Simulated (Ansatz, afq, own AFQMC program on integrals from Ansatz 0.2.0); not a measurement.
## Where AFQMC and coupled cluster stand for ZrH, quartet

```yaml
atoms:
  - { symbol: Zr, position_ang: [0.0000, 0.0000, 0.0000] }
  - { symbol: H, position_ang: [0.0000, 0.0000, 6.4000] }
```

Basis def2-TZVP with its core potentials. Noble-gas cores (and the filled d shells of Ga–Kr and In–Xe) are frozen. Integrals, coupled cluster, full CI and functionals: Ansatz 0.2.0; the random walks run on the same integrals in our own AFQMC program. The CISD trial takes its coefficients from CCSD amplitudes. Released means that phaseless walkers are propagated on without the constraint, phases kept. Uncertainties: one standard error, sampling alone. No spin–orbit coupling. The metal's outer-core s and p shells are frozen, which shifts wave-function levels against functionals.

Determinant: UHF, the one that the program's search chose, which needn't be the lowest solution. The geometry is a point of a scan.

Full CI on the same integrals is exact in this basis and with this determinant's frozen core.

Cautions: no spin-orbit coupling; outer-core shells of the metal frozen; lower spins were not checked; an unrestricted solution with more broken spin lies lower (12 meV, ⟨S²⟩ 4.76); the released energies are still falling, so no released level is given (meV from the phaseless value at times in 1/Eh: -8.8 ± 1.7 at 0.60, -11.3 ± 1.3 at 1.20, -14.6 ± 1.2 at 2.00, -18.6 ± 1.9 at 3.00, -23.1 ± 1.8 at 4.20).

The T1 diagnostic is 0.0219 and the weight of the determinant in the CISD state is 0.905. The ⟨S²⟩ of the determinant is 3.765 and the size of the correlated space is 5 electrons in 42 orbitals.

Reference: full CI, correlation energy -1.519 eV.

```csv
level,E − E(reference) (meV),share of correlation (%)
HF,1519.2,0.00
MP2,469.0,69.13
CCSD,93.3,93.86
CCSD(T),33.3,97.81
CCSDT,2.9,99.81
CCSDT(Q),0.9,99.94
CCSDTQ,0.0,100.00
ph-AFQMC/CISD,31.1 ± 1.8,97.95
```

CCSDT and higher add their correlation energy to the determinant of the CCSD(T) run, since their own runs factorise the integrals more tightly (a shift of under 2 meV).
